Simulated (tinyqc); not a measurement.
Inside a calculation (part 1 of 2). Method: RKS/PBE0 in the sto-3g basis, for H2O, spin multiplicity 1. Computed by tinyqc, a small Python program that keeps every step (integrals from PySCF). Settings: charge = 0, multiplicity = 1, basis = sto-3g, energy threshold = 1e-08, iteration cap = 68, orthogonalisation = canonical, start = core, DIIS depth = 0, method = RKS, functional = pbe0, grid = [10, 26]. Command: `OMP_NUM_THREADS=1 python tinyqc.py 26500 26501 out.jsonl` (the two numbers bound the seeds that draw the settings). One thread of a shared host (Intel(R) Xeon(R) Processor @ 2.60GHz), about 0.7 s of CPU time with the checks. Later iterations appear only in the table of the cycle.

## One-electron integrals

Geometry (angstrom):
```
atom        x         y        z
O     0.00000   0.00000  0.00000
H     0.00000   0.84900  0.73700
H     0.00000  -0.84900  0.73700
```

Basis sto-3g: exponents (1/bohr^2) and contraction coefficients of normalised primitives:
```
element  l (shell)   exponent  coefficient
O            s (1)  130.70932      0.15433
O            s (1)   23.80886      0.53533
O            s (1)    6.44361      0.44463
O            s (2)    5.03315     -0.09997
O            s (2)    1.16960      0.39951
O            s (2)    0.38039      0.70012
O            p (3)    5.03315      0.15592
O            p (3)    1.16960      0.60768
O            p (3)    0.38039      0.39196
H            s (1)    3.42525      0.15433
H            s (1)    0.62391      0.53533
H            s (1)    0.16886      0.44463
```

Overlap, kinetic and nuclear-attraction integrals over the contracted functions; the nuclear repulsion is the sum of Za Zb / Rab.

nuclear repulsion = 7.8426488 hartree

overlap S:
```
          1O 1s    1O 2s   1O 2px    1O 2py   1O 2pz    2H 1s     3H 1s
1O 1s   1.00000  0.23670  0.00000   0.00000  0.00000  0.03625   0.03625
1O 2s   0.23670  1.00000  0.00000   0.00000  0.00000  0.37215   0.37215
1O 2px  0.00000  0.00000  1.00000   0.00000  0.00000  0.00000   0.00000
1O 2py  0.00000  0.00000  0.00000   1.00000  0.00000  0.25022  -0.25022
1O 2pz  0.00000  0.00000  0.00000   0.00000  1.00000  0.21721   0.21721
2H 1s   0.03625  0.37215  0.00000   0.25022  0.21721  1.00000   0.19187
3H 1s   0.03625  0.37215  0.00000  -0.25022  0.21721  0.19187   1.00000
```

kinetic energy T (hartree):
```
           1O 1s     1O 2s   1O 2px    1O 2py   1O 2pz     2H 1s     3H 1s
1O 1s   29.00320  -0.16801  0.00000   0.00000  0.00000  -0.00873  -0.00873
1O 2s   -0.16801   0.80813  0.00000   0.00000  0.00000   0.06259   0.06259
1O 2px   0.00000   0.00000  2.52873   0.00000  0.00000   0.00000   0.00000
1O 2py   0.00000   0.00000  0.00000   2.52873  0.00000   0.13033  -0.13033
1O 2pz   0.00000   0.00000  0.00000   0.00000  2.52873   0.11314   0.11314
2H 1s   -0.00873   0.06259  0.00000   0.13033  0.11314   0.76003  -0.00256
3H 1s   -0.00873   0.06259  0.00000  -0.13033  0.11314  -0.00256   0.76003
```

nuclear attraction V (hartree):
```
            1O 1s     1O 2s    1O 2px    1O 2py    1O 2pz     2H 1s     3H 1s
1O 1s   -61.55983  -7.40591   0.00000   0.00000  -0.01475  -1.16128  -1.16128
1O 2s    -7.40591  -9.98917   0.00000   0.00000  -0.18107  -2.84802  -2.84802
1O 2px    0.00000   0.00000  -9.85921   0.00000   0.00000   0.00000   0.00000
1O 2py    0.00000   0.00000   0.00000  -9.95629   0.00000  -1.68096   1.68096
1O 2pz   -0.01475  -0.18107   0.00000   0.00000  -9.93237  -1.50983  -1.50983
2H 1s    -1.16128  -2.84802   0.00000  -1.68096  -1.50983  -5.23231  -1.09817
3H 1s    -1.16128  -2.84802   0.00000   1.68096  -1.50983  -1.09817  -5.23231
```

core Hamiltonian H = T + V (hartree):
```
            1O 1s     1O 2s    1O 2px    1O 2py    1O 2pz     2H 1s     3H 1s
1O 1s   -32.55663  -7.57392   0.00000   0.00000  -0.01475  -1.17001  -1.17001
1O 2s    -7.57392  -9.18104   0.00000   0.00000  -0.18107  -2.78543  -2.78543
1O 2px    0.00000   0.00000  -7.33048   0.00000   0.00000   0.00000   0.00000
1O 2py    0.00000   0.00000   0.00000  -7.42756   0.00000  -1.55063   1.55063
1O 2pz   -0.01475  -0.18107   0.00000   0.00000  -7.40364  -1.39669  -1.39669
2H 1s    -1.17001  -2.78543   0.00000  -1.55063  -1.39669  -4.47228  -1.10073
3H 1s    -1.17001  -2.78543   0.00000   1.55063  -1.39669  -1.10073  -4.47228
```

## Two-electron integrals

Functions are numbered as in S; the eight-fold symmetry (ij|kl) = (ji|kl) = (kl|ij) leaves the list below.

Two-electron integrals (ij|kl) in chemists' order, unique and non-zero (hartree):
```
(11|11) 4.78507    (21|11) 0.74138    (21|21) 0.13687    (22|11) 1.11895
(22|21) 0.25663    (22|22) 0.81721    (31|31) 0.02448    (32|31) 0.03781
(32|32) 0.18052    (33|11) 1.11581    (33|21) 0.25668    (33|22) 0.81702
(33|33) 0.88016    (41|41) 0.02448    (42|41) 0.03781    (42|42) 0.18052
(43|43) 0.04744    (44|11) 1.11581    (44|21) 0.25668    (44|22) 0.81702
(44|33) 0.78527    (44|44) 0.88016    (51|51) 0.02448    (52|51) 0.03781
(52|52) 0.18052    (53|53) 0.04744    (54|54) 0.04744    (55|11) 1.11581
(55|21) 0.25668    (55|22) 0.81702    (55|33) 0.78527    (55|44) 0.78527
(55|55) 0.88016    (61|11) 0.11491    (61|21) 0.02105    (61|22) 0.03928
(61|33) 0.03920    (61|41) 0.00073    (61|42) 0.00137    (61|44) 0.03934
(61|51) 0.00063    (61|52) 0.00119    (61|54) 0.00012    (61|55) 0.03930
(61|61) 0.00328    (62|11) 0.29975    (62|21) 0.06970    (62|22) 0.24822
(62|33) 0.24385    (62|41) 0.00396    (62|42) 0.03115    (62|44) 0.25118
(62|51) 0.00343    (62|52) 0.02704    (62|54) 0.00637    (62|55) 0.24937
(62|61) 0.01095    (62|62) 0.09598    (63|31) 0.00704    (63|32) 0.04190
(63|43) 0.00635    (63|53) 0.00551    (63|63) 0.01318    (64|11) 0.16952
(64|21) 0.03990    (64|22) 0.15171    (64|33) 0.14494    (64|41) 0.00902
(64|42) 0.05977    (64|44) 0.16188    (64|51) 0.00171    (64|52) 0.01551
(64|54) 0.00919    (64|55) 0.14814    (64|61) 0.00652    (64|62) 0.07130
(64|64) 0.06554    (65|11) 0.14715    (65|21) 0.03464    (65|22) 0.13170
(65|33) 0.12582    (65|41) 0.00171    (65|42) 0.01551    (65|44) 0.12950
(65|51) 0.00853    (65|52) 0.05537    (65|54) 0.00954    (65|55) 0.13962
(65|61) 0.00566    (65|62) 0.06190    (65|64) 0.04545    (65|65) 0.05263
(66|11) 0.46149    (66|21) 0.10903    (66|22) 0.44697    (66|33) 0.42953
(66|41) 0.00752    (66|42) 0.08312    (66|44) 0.45905    (66|51) 0.00653
(66|52) 0.07216    (66|54) 0.02563    (66|55) 0.45177    (66|61) 0.01725
(66|62) 0.22463    (66|64) 0.19043    (66|65) 0.16531    (66|66) 0.77461
(71|11) 0.11491    (71|21) 0.02105    (71|22) 0.03928    (71|33) 0.03920
(71|41) -0.00073   (71|42) -0.00137   (71|44) 0.03934    (71|51) 0.00063
(71|52) 0.00119    (71|54) -0.00012   (71|55) 0.03930    (71|61) 0.00323
(71|62) 0.01063    (71|64) 0.00582    (71|65) 0.00550    (71|66) 0.01661
(71|71) 0.00328    (72|11) 0.29975    (72|21) 0.06970    (72|22) 0.24822
(72|33) 0.24385    (72|41) -0.00396   (72|42) -0.03115   (72|44) 0.25118
(72|51) 0.00343    (72|52) 0.02704    (72|54) -0.00637   (72|55) 0.24937
(72|61) 0.01063    (72|62) 0.07739    (72|64) 0.03984    (72|65) 0.04855
(72|66) 0.14741    (72|71) 0.01095    (72|72) 0.09598    (73|31) 0.00704
(73|32) 0.04190    (73|43) -0.00635   (73|53) 0.00551    (73|63) 0.01027
(73|73) 0.01318    (74|11) -0.16952   (74|21) -0.03990   (74|22) -0.15171
(74|33) -0.14494   (74|41) 0.00902    (74|42) 0.05977    (74|44) -0.16188
(74|51) -0.00171   (74|52) -0.01551   (74|54) 0.00919    (74|55) -0.14814
(74|61) -0.00582   (74|62) -0.03984   (74|64) -0.01069   (74|65) -0.02449
(74|66) -0.06874   (74|71) -0.00652   (74|72) -0.07130   (74|74) 0.06554
(75|11) 0.14715    (75|21) 0.03464    (75|22) 0.13170    (75|33) 0.12582
(75|41) -0.00171   (75|42) -0.01551   (75|44) 0.12950    (75|51) 0.00853
(75|52) 0.05537    (75|54) -0.00954   (75|55) 0.13962    (75|61) 0.00550
(75|62) 0.04855    (75|64) 0.02449    (75|65) 0.04028    (75|66) 0.10096
(75|71) 0.00566    (75|72) 0.06190    (75|74) -0.04545   (75|75) 0.05263
(76|11) 0.10792    (76|21) 0.02536    (76|22) 0.09896    (76|33) 0.09647
(76|44) 0.09823    (76|51) 0.00189    (76|52) 0.01814    (76|55) 0.10208
(76|61) 0.00395    (76|62) 0.03883    (76|64) 0.02505    (76|65) 0.02816
(76|66) 0.09737    (76|71) 0.00395    (76|72) 0.03883    (76|74) -0.02505
(76|75) 0.02816    (76|76) 0.02004    (77|11) 0.46149    (77|21) 0.10903
(77|22) 0.44697    (77|33) 0.42953    (77|41) -0.00752   (77|42) -0.08312
(77|44) 0.45905    (77|51) 0.00653    (77|52) 0.07216    (77|54) -0.02563
(77|55) 0.45177    (77|61) 0.01661    (77|62) 0.14741    (77|64) 0.06874
(77|65) 0.10096    (77|66) 0.30852    (77|71) 0.01725    (77|72) 0.22463
(77|74) -0.19043   (77|75) 0.16531    (77|76) 0.09737    (77|77) 0.77461
```

## Orthogonalisation

S = U s U^T; canonical form X = U s^(-1/2), so that X^T S X = 1. Each column of U has its largest component positive (the first on a tie).

eigenvalues of S: 0.44932  0.53743  0.88144  1.00000  1.10745  1.27070  1.75365

X:
```
               1         2         3        4         5         6        7
1O 1s   -0.35222   0.00000   0.72682  0.00000   0.61969   0.00000  0.17441
1O 2s    1.01517   0.00000  -0.30827  0.00000   0.32720   0.00000  0.43682
1O 2px   0.00000   0.00000   0.00000  1.00000   0.00000   0.00000  0.00000
1O 2py   0.00000   0.82880   0.00000  0.00000   0.00000   0.70459  0.00000
1O 2pz   0.50414   0.00000   0.66703  0.00000  -0.60580   0.00000  0.22298
2H 1s   -0.63906  -0.76609  -0.18204  0.00000  -0.14984   0.38113  0.38684
3H 1s   -0.63906   0.76609  -0.18204  0.00000  -0.14984  -0.38113  0.38684
```

## Starting guess

The start is the orbitals of the core Hamiltonian; D = 2 C_occ C_occ^T.

D at the start:
```
           1O 1s     1O 2s   1O 2px    1O 2py    1O 2pz     2H 1s     3H 1s
1O 1s    2.12921  -0.56477  0.00000   0.00000  -0.03850   0.06345   0.06345
1O 2s   -0.56477   2.46455  0.00000   0.00000   0.22169  -0.27298  -0.27298
1O 2px   0.00000   0.00000  2.00000   0.00000   0.00000   0.00000   0.00000
1O 2py   0.00000   0.00000  0.00000   2.21686   0.00000  -0.26963   0.26963
1O 2pz  -0.03850   0.22169  0.00000   0.00000   2.13819  -0.20081  -0.20081
2H 1s    0.06345  -0.27298  0.00000  -0.26963  -0.20081   0.07770   0.01211
3H 1s    0.06345  -0.27298  0.00000   0.26963  -0.20081   0.01211   0.07770
```

## Iteration 1: exchange-correlation on the grid

Becke grid with 10 radial and 26 angular points per atom, points of zero weight dropped. rho = sum D_ij phi_i phi_j; V_xc,ij = sum w v_xc phi_i phi_j plus the gradient terms; v_xc is d(rho eps)/d rho at fixed gradient. Exact exchange is left to K.

The 8 grid points with the largest w rho, of 770 (bohr, atomic units):
```
x                y         z        w      rho  |grad rho|^2    eps_xc      v_xc
-1.19069   0.00000   0.00000  0.54292  0.34641       0.95167  -0.45573  -0.56639
1.19069    0.00000   0.00000  0.54292  0.34641       0.95167  -0.45573  -0.56639
0.00000    0.00000  -1.19069  0.54324  0.34132       0.90727  -0.45354  -0.56416
0.00000    0.00000   1.19069  0.49926  0.35208       1.12949  -0.45973  -0.56489
0.00000   -1.19069   0.00000  0.47084  0.34526       1.05894  -0.45675  -0.56204
0.00000    1.19069   0.00000  0.47084  0.34526       1.05894  -0.45675  -0.56204
0.00000    0.84195  -0.84195  0.43415  0.35033       0.96607  -0.45716  -0.56875
0.00000   -0.84195  -0.84195  0.43415  0.35033       0.96607  -0.45716  -0.56875
```

electrons on the grid, sum of w rho = 9.99587

E_xc = sum of w rho eps_xc = -7.6512573 hartree

V_xc (hartree):
```
           1O 1s     1O 2s    1O 2px    1O 2py    1O 2pz     2H 1s     3H 1s
1O 1s   -2.27606  -0.32378   0.00000   0.00000  -0.00079  -0.05069  -0.05069
1O 2s   -0.32378  -0.64639   0.00000   0.00000  -0.00061  -0.16929  -0.16929
1O 2px   0.00000   0.00000  -0.64608   0.00000   0.00000   0.00000   0.00000
1O 2py   0.00000   0.00000   0.00000  -0.64255   0.00000  -0.09347   0.09347
1O 2pz  -0.00079  -0.00061   0.00000   0.00000  -0.64435  -0.08147  -0.08147
2H 1s   -0.05069  -0.16929   0.00000  -0.09347  -0.08147  -0.18818  -0.05308
3H 1s   -0.05069  -0.16929   0.00000   0.09347  -0.08147  -0.05308  -0.18818
```

## Iteration 1: building the Kohn-Sham matrix

J_ij = sum D_kl (ij|kl), K_ij = sum D_kl (ik|jl); F = H + J - 0.125 K + V_xc; E = tr D H + tr D J / 2 - 0.0625 tr D K + E_xc + E_nn.

Coulomb J (hartree):
```
           1O 1s     1O 2s   1O 2px    1O 2py    1O 2pz    2H 1s     3H 1s
1O 1s   18.67491   3.56361  0.00000   0.00000   0.00365  0.54843   0.54843
1O 2s    3.56361   8.84025  0.00000   0.00000  -0.00164  2.59435   2.59435
1O 2px   0.00000   0.00000  8.83506   0.00000   0.00000  0.00000   0.00000
1O 2py   0.00000   0.00000  0.00000   8.83108   0.00000  1.55443  -1.55443
1O 2pz   0.00365  -0.00164  0.00000   0.00000   8.83123  1.34737   1.34737
2H 1s    0.54843   2.59435  0.00000   1.55443   1.34737  4.47619   1.00648
3H 1s    0.54843   2.59435  0.00000  -1.55443   1.34737  1.00648   4.47619
```

exchange K (hartree):
```
          1O 1s    1O 2s   1O 2px    1O 2py   1O 2pz    2H 1s     3H 1s
1O 1s   9.84935  1.72051  0.00000   0.00000  0.00139  0.28004   0.28004
1O 2s   1.72051  2.87095  0.00000   0.00000  0.00458  0.72859   0.72859
1O 2px  0.00000  0.00000  2.36831   0.00000  0.00000  0.00000   0.00000
1O 2py  0.00000  0.00000  0.00000   2.36681  0.00000  0.32640  -0.32640
1O 2pz  0.00139  0.00458  0.00000   0.00000  2.36476  0.28160   0.28160
2H 1s   0.28004  0.72859  0.00000   0.32640  0.28160  0.29842   0.18140
3H 1s   0.28004  0.72859  0.00000  -0.32640  0.28160  0.18140   0.29842
```

Kohn-Sham matrix F (hartree):
```
            1O 1s     1O 2s   1O 2px    1O 2py    1O 2pz     2H 1s     3H 1s
1O 1s   -17.38894  -4.54915  0.00000   0.00000  -0.01207  -0.70728  -0.70728
1O 2s    -4.54915  -1.34605  0.00000   0.00000  -0.18390  -0.45144  -0.45144
1O 2px    0.00000   0.00000  0.56245   0.00000   0.00000   0.00000   0.00000
1O 2py    0.00000   0.00000  0.00000   0.46511   0.00000  -0.13048   0.13048
1O 2pz   -0.01207  -0.18390  0.00000   0.00000   0.48765  -0.16600  -0.16600
2H 1s    -0.70728  -0.45144  0.00000  -0.13048  -0.16600  -0.22158  -0.17000
3H 1s    -0.70728  -0.45144  0.00000   0.13048  -0.16600  -0.17000  -0.22158
```

total energy of this density = -73.4523804 hartree

## Iteration 1: diagonalisation and new density

Diagonalise F' = X^T F X, C = X C', fill 5 alpha and 5 beta electrons from the bottom; D = 2 C_occ C_occ^T. Each column has its largest component positive (the first on a tie).

F' = X^T F X (hartree):
```
         1        2         3        4         5        6         7
1  0.07754  0.00000   1.72492  0.00000   1.57146  0.00000   0.76240
2  0.00000  0.59034   0.00000  0.00000   0.00000  0.36016   0.00000
3  1.72492  0.00000  -6.66673  0.00000  -7.87936  0.00000  -3.38489
4  0.00000  0.00000   0.00000  0.56245   0.00000  0.00000   0.00000
5  1.57146  0.00000  -7.87936  0.00000  -8.13229  0.00000  -3.81687
6  0.00000  0.36016   0.00000  0.00000   0.00000  0.07576   0.00000
7  0.76240  0.00000  -3.38489  0.00000  -3.81687  0.00000  -2.16195
```

orbital energies (hartree): MO1 -17.40158, MO2 -0.42254, MO3 -0.10957, MO4 0.25057, MO5 0.56245, MO6 0.69011, MO7 0.77567

coefficients C:
```
             MO1       MO2       MO3       MO4      MO5       MO6       MO7
1O 1s    0.99269  -0.16348   0.00000  -0.22906  0.00000  -0.04619   0.00000
1O 2s    0.03124   0.49712   0.00000   1.04060  0.00000   0.30415   0.00000
1O 2px   0.00000   0.00000   0.00000   0.00000  1.00000   0.00000   0.00000
1O 2py   0.00000   0.00000   0.24729   0.00000  0.00000   0.00000   1.05934
1O 2pz   0.00347   0.16425   0.00000  -0.18157  0.00000   1.02754   0.00000
2H 1s   -0.00614   0.40455   0.68942  -0.52546  0.00000  -0.41692  -0.50681
3H 1s   -0.00614   0.40455  -0.68942  -0.52546  0.00000  -0.41692   0.50681
```

D after iteration 1:
```
           1O 1s     1O 2s   1O 2px    1O 2py    1O 2pz     2H 1s     3H 1s
1O 1s    2.12925  -0.57724  0.00000   0.00000   0.03637   0.09627   0.09627
1O 2s   -0.57724   2.66192  0.00000   0.00000  -0.21437  -0.69176  -0.69176
1O 2px   0.00000   0.00000  2.00000   0.00000   0.00000   0.00000   0.00000
1O 2py   0.00000   0.00000  0.00000   0.12230   0.00000   0.34097  -0.34097
1O 2pz   0.03637  -0.21437  0.00000   0.00000   0.11991   0.32367   0.32367
2H 1s    0.09627  -0.69176  0.00000   0.34097   0.32367   1.83023  -0.07099
3H 1s    0.09627  -0.69176  0.00000  -0.34097   0.32367  -0.07099   1.83023
```

## Iteration 2: exchange-correlation on the grid

As before.

The 8 grid points with the largest w rho, of 770 (bohr, atomic units):
```
x                y         z        w      rho  |grad rho|^2    eps_xc      v_xc
-1.19069   0.00000   0.00000  0.54292  0.34649       0.95794  -0.45583  -0.56624
1.19069    0.00000   0.00000  0.54292  0.34649       0.95794  -0.45583  -0.56624
0.66324    0.00000   0.00000  0.11166  1.10479       2.97996  -0.64337  -0.84323
-0.66324   0.00000   0.00000  0.11166  1.10479       2.97996  -0.64337  -0.84323
0.84195    0.00000  -0.84195  0.43459  0.24690       0.53264  -0.41416  -0.50212
-0.84195   0.00000  -0.84195  0.43459  0.24690       0.53264  -0.41416  -0.50212
-0.84195  -0.84195   0.00000  0.42009  0.23827       0.45684  -0.40871  -0.49888
0.84195    0.84195   0.00000  0.42009  0.23827       0.45684  -0.40871  -0.49888
```

electrons on the grid, sum of w rho = 9.96821

E_xc = sum of w rho eps_xc = -6.6580299 hartree

V_xc (hartree):
```
           1O 1s     1O 2s    1O 2px    1O 2py    1O 2pz     2H 1s     3H 1s
1O 1s   -2.24881  -0.30522   0.00000   0.00000   0.00082  -0.04771  -0.04771
1O 2s   -0.30522  -0.55894   0.00000   0.00000  -0.00690  -0.17446  -0.17446
1O 2px   0.00000   0.00000  -0.59619   0.00000   0.00000   0.00000   0.00000
1O 2py   0.00000   0.00000   0.00000  -0.53876   0.00000  -0.11103   0.11103
1O 2pz   0.00082  -0.00690   0.00000   0.00000  -0.53428  -0.10020  -0.10020
2H 1s   -0.04771  -0.17446   0.00000  -0.11103  -0.10020  -0.41010  -0.07170
3H 1s   -0.04771  -0.17446   0.00000   0.11103  -0.10020  -0.07170  -0.41010
```

## Iteration 2: building the Kohn-Sham matrix

As before.

Coulomb J (hartree):
```
           1O 1s    1O 2s   1O 2px    1O 2py   1O 2pz    2H 1s     3H 1s
1O 1s   16.12358  2.98926  0.00000   0.00000  0.01333  0.46083   0.46083
1O 2s    2.98926  7.42128  0.00000   0.00000  0.20540  2.34247   2.34247
1O 2px   0.00000  0.00000  7.46439   0.00000  0.00000  0.00000   0.00000
1O 2py   0.00000  0.00000  0.00000   7.40164  0.00000  1.45630  -1.45630
1O 2pz   0.01333  0.20540  0.00000   0.00000  7.37358  1.32553   1.32553
2H 1s    0.46083  2.34247  0.00000   1.45630  1.32553  4.79489   0.99175
3H 1s    0.46083  2.34247  0.00000  -1.45630  1.32553  0.99175   4.79489
```

exchange K (hartree):
```
          1O 1s    1O 2s   1O 2px    1O 2py   1O 2pz    2H 1s     3H 1s
1O 1s   9.75125  1.57778  0.00000   0.00000  0.00939  0.25248   0.25248
1O 2s   1.57778  2.33311  0.00000   0.00000  0.01646  0.79813   0.79813
1O 2px  0.00000  0.00000  2.21013   0.00000  0.00000  0.00000   0.00000
1O 2py  0.00000  0.00000  0.00000   1.00939  0.00000  0.50180  -0.50180
1O 2pz  0.00939  0.01646  0.00000   0.00000  0.92602  0.46911   0.46911
2H 1s   0.25248  0.79813  0.00000   0.50180  0.46911  1.58255   0.33742
3H 1s   0.25248  0.79813  0.00000  -0.50180  0.46911  0.33742   1.58255
```

Kohn-Sham matrix F (hartree):
```
            1O 1s     1O 2s    1O 2px    1O 2py    1O 2pz     2H 1s     3H 1s
1O 1s   -19.90076  -5.08710   0.00000   0.00000  -0.00178  -0.78845  -0.78845
1O 2s    -5.08710  -2.61033   0.00000   0.00000   0.01538  -0.71719  -0.71719
1O 2px    0.00000   0.00000  -0.73855   0.00000   0.00000   0.00000   0.00000
1O 2py    0.00000   0.00000   0.00000  -0.69087   0.00000  -0.26809   0.26809
1O 2pz   -0.00178   0.01538   0.00000   0.00000  -0.68010  -0.23000  -0.23000
2H 1s    -0.78845  -0.71719   0.00000  -0.26809  -0.23000  -0.28531  -0.22286
3H 1s    -0.78845  -0.71719   0.00000   0.26809  -0.23000  -0.22286  -0.28531
```

total energy of this density = -74.2258812 hartree
